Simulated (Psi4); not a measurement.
**H2S3 at SCS-DLPNO-MP2/cc-pVDZ (density fitting, density fitting for correlation, pno convergence tight)**

What is the energy difference between two shapes of H2S3 at SCS-DLPNO-MP2/cc-pVDZ (density fitting, density fitting for correlation, pno convergence tight)? 

Program for the calculation: Psi4 1.11.

2 further runs of the same task are left out: 2 set aside as unsound or not needed.

## 1. The structure to begin with

The species is H2S3 (5 atoms), meant as a singlet with charge 0. The coordinates come from a GFN2-xTB relaxation.

Bond lengths: S1–S2 2.051 Å, S2–S3 2.051 Å, S1–H4 1.338 Å, S3–H5 1.339 Å. Angles: S1–S2–S3 108.2°, S2–S1–H4 98.2°, S2–S3–H5 98.2°.

## 2. The energy at SCS-DLPNO-MP2/cc-pVDZ (density fitting, density fitting for correlation, pno convergence tight)

Input file input.inp:

```
memory 1600 mb

molecule {
  0 1
  S      0.623850     0.138460     1.545950
  S      0.177730     0.953140    -0.282180
  S     -0.690650    -0.503070    -1.435750
  H      1.854960    -0.303010     1.262950
  H     -1.965890    -0.285520    -1.090980
  symmetry c1
}

set {
  scf_type        df
  freeze_core     true
  pno_convergence tight
}

result = energy('scs-dlpno-mp2/cc-pVDZ')
```

Started as:

```sh
$ psi4 -n 1 input.inp input.out
```

input.out:

```text
[...]
  Running in c1 symmetry.
[...]
  Nuclear repulsion =  196.741845558315930
[...]
  Multiplicity = 1
[...]
  Nalpha       = 25
  Nbeta        = 25
[...]
    Number of basis functions: 64
[...]
   @DF-RHF iter   1: -1193.71257273556739   -1.83179e-01   3.33913e-03 ADIIS/DIIS
[...]
    Orbital Energies [Eh]
    ---------------------
    Doubly Occupied:
       1A    -92.008025     2A    -91.989341     3A    -91.989302
       4A     -9.009716     5A     -8.992376     6A     -8.992341
       7A     -6.691213     8A     -6.689024     9A     -6.686553
      10A     -6.674121    11A     -6.674101    12A     -6.672373
      13A     -6.672354    14A     -6.669978    15A     -6.669957
      16A     -1.097345    17A     -0.988727    18A     -0.837588
      19A     -0.611287    20A     -0.555710    21A     -0.521024
      22A     -0.495748    23A     -0.385547    24A     -0.384093
      25A     -0.376312
[...]
  @DF-RHF Final Energy: -1193.75510030218607
   => Energetics <=
    Nuclear Repulsion Energy =            196.7418455583159300
    One-Electron Energy =               -2042.3255805176347621
    Two-Electron Energy =                 651.8286346571328522
    Total Energy =                      -1193.7551003021860652
[...]
 Multipole Moments:
 ------------------------------------------------------------------------------------
     Multipole            Electronic (a.u.)      Nuclear  (a.u.)        Total (a.u.)
 ------------------------------------------------------------------------------------
 L = 1.  Multiply by 2.5417464519 to convert [e a0] to [Debye]
 Dipole X            :          0.1300322           -0.1696045           -0.0395723
 Dipole Y            :          0.6906665           -0.8998228           -0.2091563
 Dipole Z            :         -0.2018052            0.2629367            0.0611315
 Magnitude           :                                                    0.2214710
[...]
  @LMP2 iter   5:  -0.395923158315 -6.479e-08  4.796e-07
[...]
```

It took 2.2 s on 1 thread of AMD EPYC 9R45 (Zen 5), shared host; peak memory 0.26 GiB.

## 3. The distorted shape at the same level

Input file input.in:

```
memory 1.6 GB

molecule {
  0 1
  S      0.310188     0.127125     1.642212
  S     -0.001006     0.945289    -0.388127
  S     -0.915879    -0.277281    -1.553815
  H      2.007887    -0.227280     1.311696
  H     -1.942382    -0.439291    -0.992186
  symmetry c1
}

set globals {
  scf_type df
  freeze_core true
  pno_convergence tight
}

result, w = energy('scs-dlpno-mp2/cc-pVDZ', return_wfn=True)
print_variables()
```

Started as:

```sh
$ psi4 -i input.in -o input.out -n 1
```

input.out:

```text
[...]
  Running in c1 symmetry.
[...]
  Nuclear repulsion =  194.028415613673872
[...]
  Multiplicity = 1
[...]
  Nalpha       = 25
  Nbeta        = 25
[...]
    Number of basis functions: 64
[...]
   @DF-RHF iter   1: -1193.61691167250592   -2.05428e-01   3.43144e-03 ADIIS/DIIS
[...]
    Orbital Energies [Eh]
    ---------------------
    Doubly Occupied:
       1A    -92.014790     2A    -92.007518     3A    -91.980749
       4A     -9.009858     5A     -9.009226     6A     -8.991988
       7A     -6.691543     8A     -6.690194     9A     -6.688964
      10A     -6.688778    11A     -6.686427    12A     -6.686308
      13A     -6.674372    14A     -6.672074    15A     -6.669108
      16A     -1.118489    17A     -0.965233    18A     -0.841741
      19A     -0.621741    20A     -0.523032    21A     -0.506731
      22A     -0.490554    23A     -0.402602    24A     -0.388165
      25A     -0.349098
[...]
  @DF-RHF Final Energy: -1193.66629985375448
   => Energetics <=
    Nuclear Repulsion Energy =            194.0284156136738716
    One-Electron Energy =               -2036.6508668223232235
    Two-Electron Energy =                 648.9561513548949279
    Total Energy =                      -1193.6662998537544809
[...]
 Multipole Moments:
 ------------------------------------------------------------------------------------
     Multipole            Electronic (a.u.)      Nuclear  (a.u.)        Total (a.u.)
 ------------------------------------------------------------------------------------
 L = 1.  Multiply by 2.5417464519 to convert [e a0] to [Debye]
 Dipole X            :         -0.5663594            0.4311312           -0.1352282
 Dipole Y            :          0.8298573           -1.0977672           -0.2679099
 Dipole Z            :         -0.4740234            0.4764124            0.0023889
 Magnitude           :                                                    0.3001135
[...]
  @LMP2 iter   5:  -0.402532176316 -1.281e-07  8.786e-07
[...]
```

Run time: 2.1 s. Hardware: 1 thread of AMD EPYC 9R45 (Zen 5), shared host; peak memory 0.26 GiB.

## 4. Results

Level: SCS-DLPNO-MP2/cc-pVDZ (density fitting, density fitting for correlation, pno convergence tight), 15 core orbitals frozen.

| quantity | value |
| --- | --- |
| first shape: total energy | -1194.14410 Eh |
| first shape: HOMO energy (Hartree–Fock orbitals) | -10.24 eV |
| first shape: LUMO energy (Hartree–Fock orbitals) | 2.68 eV |
| first shape: HOMO–LUMO gap (Hartree–Fock orbitals) | 12.92 eV |
| first shape: correlation energy (15 core orbitals frozen) | -389.0 mEh |
| distorted shape: total energy | -1194.06268 Eh |
| distorted shape: HOMO energy (Hartree–Fock orbitals) | -9.50 eV |
| distorted shape: LUMO energy (Hartree–Fock orbitals) | 1.65 eV |
| distorted shape: HOMO–LUMO gap (Hartree–Fock orbitals) | 11.15 eV |
| distorted shape: correlation energy (15 core orbitals frozen) | -396.4 mEh |
| energy change with the atoms displaced | 2.215 eV |

**Reading.** With the atoms displaced the energy rises by 2.22 eV (51 kcal/mol). The first shape isn't relaxed at this level, so the change isn't measured from a minimum.
